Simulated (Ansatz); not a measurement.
**C4H5NO: one species, many methods**

One table from this session's results is given with a row withheld; the runs are named, their logs left out.

The runs use Ansatz 0.2.0, Gaussian basis; functionals in def2-TZVPP, the program's frozen cores in correlated methods.

Plan: LDA (SPW92), PBE-D4, revPBE-D4, BLYP-D4, r2SCAN-D4, B97M-V, PBE0-D4, B3LYP-D4, r2SCANh-D4, r2SCAN0-D4, HSE06-D4, BHLYP-D4, CAM-B3LYP-D4, LC-ωPBE, ωB97X-V, ωB97M-V, B2PLYP, PBE-QIDH; CCSD(T)/def2-SVP; CCSD(T)/def2-TZVPP; MP2/def2-QZVPP; extrapolation to the limit; RPA on PBE.

### The relaxed structure

The geometry comes from an earlier relaxation with PBE0-D4 in a triple-zeta def2 set; it is a stationary point, not always the lowest conformer.

SMILES `N#CCC1CO1`, 11 atoms, charge 0, spin multiplicity 1.

Atoms are counted from 1 here; the program's logs count them from 0.

Bond lengths: N1–C2 1.149 Å, C2–C3 1.454 Å, C3–C4 1.510 Å, C3–H7 1.094 Å, C3–H8 1.093 Å, C4–C5 1.456 Å, C4–O6 1.410 Å, C4–H9 1.088 Å, C5–O6 1.422 Å, C5–H10 1.087 Å, C5–H11 1.086 Å. Angles: N1–C2–C3 178.7°, C2–C3–C4 111.6°, C2–C3–H7 108.8°, C2–C3–H8 109.3°, C4–C3–H7 110.0°, C4–C3–H8 109.6°, H7–C3–H8 107.4°, C3–C4–C5 121.1°, C3–C4–O6 115.1°, C3–C4–H9 115.2°, C5–C4–O6 59.5°, C5–C4–H9 118.6°, O6–C4–H9 115.0°, C4–C5–O6 58.7°, C4–C5–H10 119.2°, C4–C5–H11 119.6°, O6–C5–H10 115.3°, O6–C5–H11 115.3° and more.

The first run:

Contents of in.yaml:

```yaml
crystal:
  periodic: [false, false, false]
  atoms:
    - {symbol: N, position_ang: [-1.220891, -1.794714, -2.017153]}
    - {symbol: C, position_ang: [-0.420053, -1.361451, -1.316126]}
    - {symbol: C, position_ang: [0.569584, -0.799854, -0.411382]}
    - {symbol: C, position_ang: [-0.076728, 0.005711, 0.689989]}
    - {symbol: C, position_ang: [-0.252361, 1.445649, 0.565833]}
    - {symbol: O, position_ang: [0.784816, 0.893382, 1.366695]}
    - {symbol: H, position_ang: [1.158595, -1.615988, 0.018104]}
    - {symbol: H, position_ang: [1.255952, -0.163322, -0.975921]}
    - {symbol: H, position_ang: [-0.760666, -0.549215, 1.329206]}
    - {symbol: H, position_ang: [0.077407, 1.944564, -0.342205]}
    - {symbol: H, position_ang: [-1.050357, 1.938336, 1.113559]}
basis:
  gaussian: {orbitals: def2-TZVPP}
hamiltonian: {xc: lda}
output: {orbitals: {seedname: orbitals}}
```

Steps of the session up to this table: LDA; PBE-D4 (GGA); revPBE-D4 (GGA); BLYP-D4 (GGA); r2SCAN-D4 (meta-GGA); B97M-V (meta-GGA); PBE0-D4 (hybrid); B3LYP-D4 (hybrid); r2SCANh-D4 (hybrid); r2SCAN0-D4 (hybrid); HSE06-D4 (hybrid); BHLYP-D4 (hybrid); CAM-B3LYP-D4 (range-separated); LC-ωPBE-D4 (range-separated; the results give it without D4); ωB97X-V (range-separated); ωB97M-V (range-separated); B2PLYP (double hybrid); PBE-QIDH (double hybrid).

One of the session's tables, all rows but one given; the rest of the session is left out.

It belongs to the step «Orbital energies across the functionals». 

```
  functional  HOMO (eV)  LUMO (eV)  gap (eV)
 LDA (SPW92)      -7.01      -0.84      6.17
      PBE-D4      -6.86      -0.59      6.26
   revPBE-D4      -6.80      -0.49      6.30
     BLYP-D4      -6.76      -0.50      6.26
   r2SCAN-D4      -7.21      -0.30      6.92
      B97M-V      -7.36      -0.27      7.09
     PBE0-D4      -8.54       0.46      9.00
    B3LYP-D4      -8.27       0.16      8.43
  r2SCANh-D4      -7.85       0.10      7.94
  r2SCAN0-D4      -8.80       0.67      9.47
    HSE06-D4      -8.13       0.08      8.21
    BHLYP-D4     -10.16       1.34     11.50
CAM-B3LYP-D4     -10.01       1.45     11.46
     LC-ωPBE     -11.33       2.75     14.08
     ωB97X-V     -11.02       2.57     13.59
     ωB97M-V          ?          ?         ?
```

**Question.** Estimate the row for ωB97M-V.

As computed: HOMO (eV): -10.96; LUMO (eV): 2.23; gap (eV): 13.19. In the column «HOMO (eV)» it lies between ωB97X-V (-11.02) and BHLYP-D4 (-10.16).
